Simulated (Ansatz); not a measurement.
The first iterations of a band of C2H5FN (9 atoms, charge 1, multiplicity 1).

Theory: RKS B3LYP-D4/def2-SVP (Ansatz).

```
movable images  : 9
climbing image  : yes
spring          : 5.0 eV/Å²
optimiser       : quadratic models (default)
start path      : through a guess of the saddle point
force threshold : 0.05 eV/Å
iteration limit : 60
end points      : relaxed
```

Initial state:

```xyz
9
Properties=species:S:1:pos:R:3
N -0.255 1.177 -0.540
C 0.397 0.078 -0.436
C 0.026 -0.924 0.592
F -1.033 -0.473 1.314
H -1.040 1.358 0.098
H -0.026 1.891 -1.237
H 1.236 -0.116 -1.118
H 0.906 -1.109 1.242
H -0.212 -1.882 0.085
```

Final state:

```xyz
9
Properties=species:S:1:pos:R:3
N -0.255 1.177 -0.540
C 0.398 0.078 -0.437
C 0.026 -0.924 0.592
F -1.033 -0.472 1.314
H -0.027 1.891 -1.237
H -1.040 1.357 0.099
H 1.236 -0.116 -1.118
H 0.906 -1.109 1.242
H -0.212 -1.882 0.086
```

| iteration | highest image above the first end (eV) | largest band force component (eV/Å) |
| --- | --- | --- |
| 1 | 6.530 | 26.084 |
| 2 | 2.943 | 2.559 |
| 3 | 2.890 | 1.464 |

**Question.** Does the band converge within its limit, and where does its top end?

**Answer.** It converged. It ended after 10 iterations with the highest image 2.684 eV above the first end. A vibrational analysis at the climbing image gives one clearly imaginary mode, 1330i cm⁻¹: a first-order saddle point. Limits of this set-up: the dipole of an ion depends on the origin.

Time of the run: 3.5 min on 1 thread of Intel(R) Xeon(R) Platinum 8375C CPU @ 2.90GHz (Ice Lake), on a shared host, peak memory 0.25 GiB.
